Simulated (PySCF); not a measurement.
# CF: energy against distance

Set-up: basis C def2-TZVPPD, F def2-TZVPPD; no relativity; PySCF 2.14. Energies in eV from C + F in their ground configurations at the same level. State: ²Π (doublet), unpaired electrons π ↑.

All columns are PBE0. A positive dipole means C(−)F(+).

```json
{"R (Å)": "1.092", "E (eV)": "-4.664", "μ (D)": "1.81", "Mulliken charge on C (basis-dependent)": "-0.11", "HOMO (eV)": "-4.89", "LUMO (eV)": "-1.54", "Mayer bond order": "1.49", "⟨S²⟩": "0.75"}
{"R (Å)": "1.143", "E (eV)": "-5.312", "μ (D)": "1.52", "Mulliken charge on C (basis-dependent)": "-0.06", "HOMO (eV)": "-5.32", "LUMO (eV)": "-1.92", "Mayer bond order": "1.36", "⟨S²⟩": "0.75"}
{"R (Å)": "1.194", "E (eV)": "-5.668", "μ (D)": "1.24", "Mulliken charge on C (basis-dependent)": "-0.02", "HOMO (eV)": "-5.73", "LUMO (eV)": "-2.28", "Mayer bond order": "1.28", "⟨S²⟩": "0.75"}
{"R (Å)": "1.232", "E (eV)": "-5.794", "μ (D)": "1.02", "Mulliken charge on C (basis-dependent)": "0.00", "HOMO (eV)": "-6.01", "LUMO (eV)": "-2.54", "Mayer bond order": "1.23", "⟨S²⟩": "0.75"}
{"R (Å)": "1.270", "E (eV)": "-5.830", "μ (D)": "0.79", "Mulliken charge on C (basis-dependent)": "0.02", "HOMO (eV)": "-6.27", "LUMO (eV)": "-2.78", "Mayer bond order": "1.21", "⟨S²⟩": "0.75"}
{"R (Å)": "1.308", "E (eV)": "-5.796", "μ (D)": "0.57", "Mulliken charge on C (basis-dependent)": "0.04", "HOMO (eV)": "-6.52", "LUMO (eV)": "-3.00", "Mayer bond order": "1.18", "⟨S²⟩": "0.75"}
{"R (Å)": "1.359", "E (eV)": "-5.670", "μ (D)": "0.26", "Mulliken charge on C (basis-dependent)": "0.07", "HOMO (eV)": "-6.83", "LUMO (eV)": "-3.29", "Mayer bond order": "1.16", "⟨S²⟩": "0.75"}
{"R (Å)": "1.422", "E (eV)": "-5.424", "μ (D)": "-0.12", "Mulliken charge on C (basis-dependent)": "0.11", "HOMO (eV)": "-7.18", "LUMO (eV)": "-3.62", "Mayer bond order": "1.14", "⟨S²⟩": "0.75"}
{"R (Å)": "1.499", "E (eV)": "-5.048", "μ (D)": "-0.58", "Mulliken charge on C (basis-dependent)": "0.16", "HOMO (eV)": "-7.57", "LUMO (eV)": "-3.98", "Mayer bond order": "1.11", "⟨S²⟩": "0.76"}
{"R (Å)": "1.600", "E (eV)": "-4.480", "μ (D)": "-1.17", "Mulliken charge on C (basis-dependent)": "0.23", "HOMO (eV)": "-8.03", "LUMO (eV)": "-4.41", "Mayer bond order": "1.07", "⟨S²⟩": "0.76"}
```

A fit through these points gives, at Re = 1.269 Å, μ = 0.80 D and dμ/dR = -5.89 D/Å; the reduced mass is 7.355 u.

**Question.** How strong is the fundamental in the double-harmonic approximation, I = 42.26·(dμ/dR)²/μred km/mol?

**Answer.** I = 42.26·(-5.89)²/7.355 = 199 km/mol at PBE0.

The state was picked by a PBE0 search and need not be the measured ground state.
